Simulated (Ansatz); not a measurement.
The first iterations of a band of C$_{2}$H$_{5}$FN$_{2}$O (11 atoms, charge 0, multiplicity 1).

Theory: Ansatz, RKS B3LYP/STO-3G.

| Item | Value |
| --- | --- |
| movable images | 3 |
| climbing image | no |
| spring | 5.0 eV/Å² |
| optimiser | quadratic models (default) |
| start path | IDPP |
| force threshold | 0.05 eV/Å |
| iteration limit | 60 |
| end points | relaxed |

Initial state:

```xyz
11
Properties=species:S:1:pos:R:3
C 0.062 -1.850 -0.542
N -0.656 -0.896 -0.001
C 0.043 0.503 -0.135
N -0.011 1.247 1.199
O -0.741 1.227 -1.119
F 1.385 0.402 -0.526
H -0.320 -2.885 -0.508
H 1.043 -1.687 -1.031
H -0.879 0.859 1.671
H 0.780 0.836 1.778
H -0.641 2.187 -0.766
```

Final state:

```xyz
11
Properties=species:S:1:pos:R:3
C 0.059 -1.850 -0.545
N -0.652 -0.899 0.008
C 0.046 0.502 -0.132
N -0.008 1.251 1.198
O -0.739 1.223 -1.117
F 1.388 0.398 -0.525
H 1.036 -1.686 -1.045
H -0.322 -2.886 -0.511
H -0.876 0.866 1.672
H 0.783 0.844 1.779
H -0.649 2.182 -0.760
```

| iteration | highest image above the first end (eV) | largest band force component (eV/Å) |
| --- | --- | --- |
| 1 | 2.837 | 2.969 |
| 2 | 2.261 | 2.617 |
| 3 | 1.889 | 1.477 |
| 4 | 1.462 | 0.808 |
| 5 | 1.021 | 1.265 |
| 6 | 0.882 | 1.083 |
| 7 | 0.911 | 0.568 |
| 8 | 0.837 | 0.304 |
| 9 | 0.771 | 0.309 |
| 10 | 0.763 | 0.836 |
| 11 | 0.696 | 0.334 |
| 12 | 0.628 | 0.234 |
| 13 | 0.612 | 0.130 |

Problem. Does the band converge within its limit, and where does its top end?

Solution. It converged. It ended after 39 iterations with the highest image 0.458 eV above the first end. The dihedral H8–C1–N2–C3 jumps by 135° between images 1 and 2, so the path isn't resolved there. No image climbed, so the highest image needn't sit at the top of the path. A band with more images between the same ends climbed to 1.54 eV, so this one has probably stepped over the top. So few images can step over the top or miss a turn of the path. Limits of this set-up: minimal basis.

The run took 4.9 min on 1 thread of AMD EPYC 7R43 64-Core Processor (Zen 3) (shared host), peak memory 0.11 GiB.
